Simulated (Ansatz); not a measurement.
# C₂H₅OS radical: up Jacob's ladder to CCSD(T)

The task here is to estimate one member of a computed series from the others.

Computed with Ansatz 0.2.0, Gaussian basis. Level: functionals in def2-TZVPP, the program's frozen cores in correlated methods.

Levels to be run: LDA (SPW92), PBE-D4, revPBE-D4, BLYP-D4, r2SCAN-D4, B97M-V, PBE0-D4, B3LYP-D4, r2SCANh-D4, r2SCAN0-D4, HSE06-D4, BHLYP-D4, CAM-B3LYP-D4, LC-ωPBE, ωB97X-V, ωB97M-V, B2PLYP, PBE-QIDH; CCSD(T)/def2-SVP; CCSD(T)/def2-TZVPP; MP2/def2-QZVPP; extrapolation to the limit; RPA on PBE.

### The geometry

All runs share one geometry, relaxed beforehand with PBE0-D4 in a triple-zeta def2 set.

SMILES `[CH2]S(C)=O`, 9 atoms, charge 0, spin multiplicity 2.

Atoms are counted from 1 here; the program's logs count them from 0.

Bond lengths: C1–S2 1.711 Å, C1–H5 1.083 Å, C1–H6 1.084 Å, S2–C3 1.804 Å, S2–O4 1.474 Å, C3–H7 1.091 Å, C3–H8 1.090 Å, C3–H9 1.090 Å. Angles: S2–C1–H5 116.1°, S2–C1–H6 117.8°, H5–C1–H6 120.1°, C1–S2–C3 99.4°, C1–S2–O4 111.4°, C3–S2–O4 108.4°, S2–C3–H7 109.3°, S2–C3–H8 108.5°, S2–C3–H9 106.4°, H7–C3–H8 111.4°, H7–C3–H9 110.2°, H8–C3–H9 110.8°.

The first run:

in.yaml reads:

```yaml
crystal:
  periodic: [false, false, false]
  atoms:
    - {symbol: C, position_ang: [-0.435558, 1.273009, -0.614029]}
    - {symbol: S, position_ang: [-0.529961, -0.435257, -0.630745]}
    - {symbol: C, position_ang: [0.396323, -0.797650, 0.874559]}
    - {symbol: O, position_ang: [0.203264, -1.003002, -1.776673]}
    - {symbol: H, position_ang: [-0.407978, 1.758782, -1.581343]}
    - {symbol: H, position_ang: [-0.841640, 1.793977, 0.245366]}
    - {symbol: H, position_ang: [-0.072653, -0.290070, 1.718189]}
    - {symbol: H, position_ang: [1.425597, -0.468390, 0.735575]}
    - {symbol: H, position_ang: [0.351107, -1.877701, 1.012201]}
basis:
  gaussian: {orbitals: def2-TZVPP}
magnetization: {spin_polarized: true, initial_magnetization: 1}
hamiltonian: {xc: lda}
output: {orbitals: {seedname: orbitals}}
```

The run is started by

```sh
$ ansatz run in.yaml --threads 4 --pin off --events-out ev --progress --plain --max-ram 10444MiB
```

Steps of the session up to this table: LDA; PBE-D4 (GGA); revPBE-D4 (GGA); BLYP-D4 (GGA); r2SCAN-D4 (meta-GGA); B97M-V (meta-GGA); PBE0-D4 (hybrid); B3LYP-D4 (hybrid); r2SCANh-D4 (hybrid); r2SCAN0-D4 (hybrid); HSE06-D4 (hybrid); BHLYP-D4 (hybrid); CAM-B3LYP-D4 (range-separated); LC-ωPBE (range-separated); ωB97X-V (range-separated); ωB97M-V (range-separated); B2PLYP (double hybrid); PBE-QIDH (double hybrid).

One of the session's tables, all rows but one given; the rest of the session is left out.

It belongs to the step «Orbital energies across the functionals». 

| functional | HOMO (eV) | LUMO (eV) | gap (eV) |
| --- | --- | --- | --- |
| LDA (SPW92) | -4.99 | -4.06 | 0.92 |
| PBE-D4 | -4.93 | -3.64 | 1.29 |
| revPBE-D4 | -4.87 | -3.52 | 1.36 |
| BLYP-D4 | -4.80 | -3.60 | 1.20 |
| r2SCAN-D4 | -5.24 | -3.15 | 2.08 |
| B97M-V | -5.18 | -3.43 | 1.75 |
| PBE0-D4 | -6.23 | -2.57 | 3.66 |
| B3LYP-D4 | -6.00 | -2.96 | 3.04 |
| r2SCANh-D4 | -5.72 | -2.77 | 2.95 |
| r2SCAN0-D4 | -6.46 | -2.20 | 4.26 |
| HSE06-D4 | -5.83 | -2.96 | 2.87 |
| BHLYP-D4 | -7.43 | -1.53 | 5.90 |
| CAM-B3LYP-D4 | -7.58 | -1.58 | 6.00 |
| LC-ωPBE | -8.90 | -0.16 | 8.74 |
| ωB97X-V | -8.49 | -0.58 | 7.91 |
| ωB97M-V | ? | ? | ? |

**Question.** Estimate the row for ωB97M-V.

As computed: HOMO (eV): -8.32; LUMO (eV): -0.74; gap (eV): 7.58. In the column «HOMO (eV)» it lies between ωB97X-V (-8.49) and CAM-B3LYP-D4 (-7.58).
